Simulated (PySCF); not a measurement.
Coordinates in bohr (charge 0 multiplicity 1):
```
C     0.0000    0.0000    0.0000
H     1.6917    0.0000    1.1962
H     0.0000    1.6917   -1.1962
H    -1.6917    0.0000    1.1962
H     0.0000   -1.6917   -1.1962
```

Computed with PBE in PySCF with C def2-TZVP, H def2-TZVP; no relativity; density-fitted integrals.

This geometry of CH4 is a stationary point at this level.

Question: What is the point group?

Answer: Td.

Question: Is it a minimum?

Answer: Yes: all harmonic wavenumbers are real.

Question: List the harmonic modes with their infrared intensities.

Answer: 
```json
{"symmetry": "t2", "ω (cm⁻¹)": "1286", "IR (km/mol, summed over degenerate members)": "49.3", "type": "bend"}
{"symmetry": "e", "ω (cm⁻¹)": "1509", "IR (km/mol, summed over degenerate members)": "0.0", "type": "bend"}
{"symmetry": "a1", "ω (cm⁻¹)": "2976", "IR (km/mol, summed over degenerate members)": "0.0", "type": "stretch"}
{"symmetry": "t2", "ω (cm⁻¹)": "3091", "IR (km/mol, summed over degenerate members)": "59.3", "type": "stretch"}
```

In Td the vibrations span 2t2 + e + a1. The a1, e modes carry no infrared intensity, as symmetry demands.
